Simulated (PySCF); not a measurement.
# C2HCl3: the cost of one run

Program: PySCF 2.14.0. Level of theory: levels as typed in each script, gas phase, geometry from GFN2-xTB. These are calculated values, not measurements.

## 1. The starting structure

SMILES `ClC(Cl)=CCl`, 6 atoms, charge 0, spin multiplicity 1.

Bond lengths: Cl1–C2 1.713 Å, C2–Cl3 1.717 Å, C2–C4 1.331 Å, C4–Cl5 1.708 Å, C4–H6 1.078 Å. Angles: Cl1–C2–Cl3 115.4°, Cl1–C2–C4 123.8°, Cl3–C2–C4 120.8°, C2–C4–Cl5 122.4°, C2–C4–H6 122.0°, Cl5–C4–H6 115.6°.

Geometry (Å):

```
Cl   -0.3135    1.5883    0.0000
C    -0.4260   -0.1206    0.0000
Cl   -2.0224   -0.7527    0.0000
C     0.6289   -0.9315    0.0000
Cl    2.2334   -0.3464    0.0000
H     0.5243   -2.0043    0.0000
```

## 2. Density, bond paths and surface potential (B3LYP/def2-svpd)

Input file input.py:

```python
import numpy as np
from pyscf import gto, scf, dft
from pyscf.scf import atom_ks, atom_hf
from scipy.linalg import block_diag

def solve(mol, dm0=None, hcore=None):
    mf = (dft.UKS if mol.spin else dft.RKS)(mol, xc='b3lyp')
    mf.grids.level = 3
    mf = mf.density_fit(auxbasis='def2-universal-jkfit')
    mf.conv_tol, mf.max_cycle = 1e-8, 80
    if hcore is not None:
        mf.get_hcore = lambda *args: hcore
    mf.kernel(dm0)
    if not mf.converged:
        mf = mf.newton().run(mf.mo_coeff, mf.mo_occ, max_cycle=30)
    assert mf.converged, 'SCF not converged'
    return mf

mol = gto.M(atom='''
Cl    -0.31352     1.58831     0.00000
C     -0.42600    -0.12058     0.00000
Cl    -2.02237    -0.75265     0.00000
C      0.62886    -0.93149     0.00000
Cl     2.23345    -0.34644     0.00000
H      0.52426    -2.00431     0.00000
''', basis='def2-svpd', charge=0, spin=0, verbose=4)
mf = solve(mol)
mf.analyze()
# spherically averaged free atoms, for the promolecule
atm = atom_ks.get_atm_nrks(mol, xc='b3lyp')
pro = block_diag(*[(atm[a[0]][2] * atm[a[0]][3]) @ atm[a[0]][2].T for a in mol._atom])
np.savez('result.npz', e=mf.e_tot, c=mf.mo_coeff, occ=mf.mo_occ, eps=mf.mo_energy, pro=pro, dip=mf.dip_moment(verbose=0), s2=mf.spin_square()[0])
```

The run is started by

```sh
OMP_NUM_THREADS=1 python input.py
```

**Question.** How long does this run take on 1 thread of Arm Neoverse V2, shared host, and how much memory does it need?

About 13 s, with a peak of 0.52 GiB.
